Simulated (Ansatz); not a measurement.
# C₃H₆OS: one species, many methods

Aim: compute C₃H₆OS with functionals from several rungs and with coupled cluster, and see how far each lands from CCSD(T) at the basis-set limit for the atomisation energy.

The runs use Ansatz 0.2.0, Gaussian basis; functionals in def2-TZVPP, the program's frozen cores in correlated methods.

Plan: PBE-D4, r2SCAN-D4, PBE0-D4, B3LYP-D4, ωB97X-V, ωB97M-V, B2PLYP; CCSD(T)/def2-TZVPP; MP2/def2-QZVPP; extrapolation to the limit.

**1. The relaxed structure**

All runs share one geometry, relaxed beforehand with PBE0-D4 in a triple-zeta def2 set.

SMILES `C/C(S)=C/O`, 11 atoms, charge 0, spin multiplicity 1.

Atoms are counted from 1 here; the program's logs count them from 0.

Bond lengths: C1–C2 1.492 Å, C1–H6 1.092 Å, C1–H7 1.094 Å, C1–H8 1.094 Å, C2–S3 1.757 Å, C2–C4 1.330 Å, S3–H9 1.342 Å, C4–O5 1.364 Å, C4–H10 1.086 Å, O5–H11 0.958 Å. Angles: C2–C1–H6 110.5°, C2–C1–H7 111.2°, C2–C1–H8 111.2°, H6–C1–H7 108.2°, H6–C1–H8 108.2°, H7–C1–H8 107.4°, C1–C2–S3 114.7°, C1–C2–C4 122.2°, S3–C2–C4 123.1°, C2–S3–H9 96.5°, C2–C4–O5 122.3°, C2–C4–H10 120.7°, O5–C4–H10 117.0°, C4–O5–H11 109.5°.

As a file:

```xyz
11
charge 0, multiplicity 1
C    -1.2705   -0.1307    0.9833
C    -0.0324    0.2363    0.2369
S     0.7551    1.7027    0.7982
C     0.4308   -0.4960   -0.7721
O     1.5631   -0.1618   -1.4555
H    -1.7030   -1.0478    0.5793
H    -2.0234    0.6605    0.9155
H    -1.0604   -0.2912    2.0451
H     1.7672    1.6791   -0.0825
H    -0.0870   -1.3967   -1.0868
H     1.7260   -0.8115   -2.1408
```

**2. PBE-D4 (GGA)**

in.yaml reads:

```yaml
crystal:
  periodic: [false, false, false]
  atoms:
    - {symbol: C, position_ang: [-1.270540, -0.130670, 0.983309]}
    - {symbol: C, position_ang: [-0.032386, 0.236326, 0.236909]}
    - {symbol: S, position_ang: [0.755084, 1.702727, 0.798212]}
    - {symbol: C, position_ang: [0.430779, -0.495963, -0.772086]}
    - {symbol: O, position_ang: [1.563114, -0.161757, -1.455473]}
    - {symbol: H, position_ang: [-1.703046, -1.047845, 0.579281]}
    - {symbol: H, position_ang: [-2.023414, 0.660453, 0.915503]}
    - {symbol: H, position_ang: [-1.060357, -0.291241, 2.045068]}
    - {symbol: H, position_ang: [1.767160, 1.679136, -0.082543]}
    - {symbol: H, position_ang: [-0.087027, -1.396696, -1.086759]}
    - {symbol: H, position_ang: [1.726036, -0.811469, -2.140822]}
basis:
  gaussian: {orbitals: def2-TZVPP}
hamiltonian: {xc: pbe, dispersion: d4}
output: {forces: true, orbitals: {seedname: orbitals}}
```

The run is started by

```sh
ansatz run in.yaml --threads 4 --pin off --events-out ev --progress --plain --max-ram 10444MiB
```

After this run come: r2SCAN-D4 (meta-GGA); PBE0-D4 (hybrid); B3LYP-D4 (hybrid); ωB97X-V (range-separated); ωB97M-V (range-separated); B2PLYP (double hybrid); CCSD(T) in def2-TZVPP; MP2 in def2-QZVPP.

Q: Predict the results of all the runs planned. Wanted: atomisation energy, CCSD(T)/CBS; farthest; mean size of error, hybrid; mean size of error, range-separated; gap, smallest and largest; T1 diagnostic; triples share of the correlation energy.

The runs gave:

| quantity | value |
| --- | --- |
| atomisation energy, CCSD(T)/CBS | 1023.3 kcal/mol |
| functionals within 5.1 kcal/mol (0.5 %) | B3LYP-D4, ωB97X-V, ωB97M-V |
| farthest | PBE-D4 (+31.5 kcal/mol) |
| mean size of error, hybrid | 4.2 kcal/mol |
| mean size of error, range-separated | 2.8 kcal/mol |
| gap, smallest and largest | 4.43 eV (PBE-D4), 10.64 eV (ωB97X-V) |
| T1 diagnostic | 0.0119 |
| triples share of the correlation energy | 4.2 % |

What this shows: PBE-D4 misses by +31.5 kcal/mol. Double hybrids carry the basis error of their MP2 part in triple zeta, and no dispersion term here, so their miss is partly the set-up's. The reference freezes the cores and leaves out relativity and excitations past (T), so misses under about 5.1 kcal/mol can't be ranked. Hartree-Fock recovers 71 % of the binding; the rest is correlation. The gap grows from 4.4 to 10.6 eV across the functionals, mostly with the share of exact exchange.
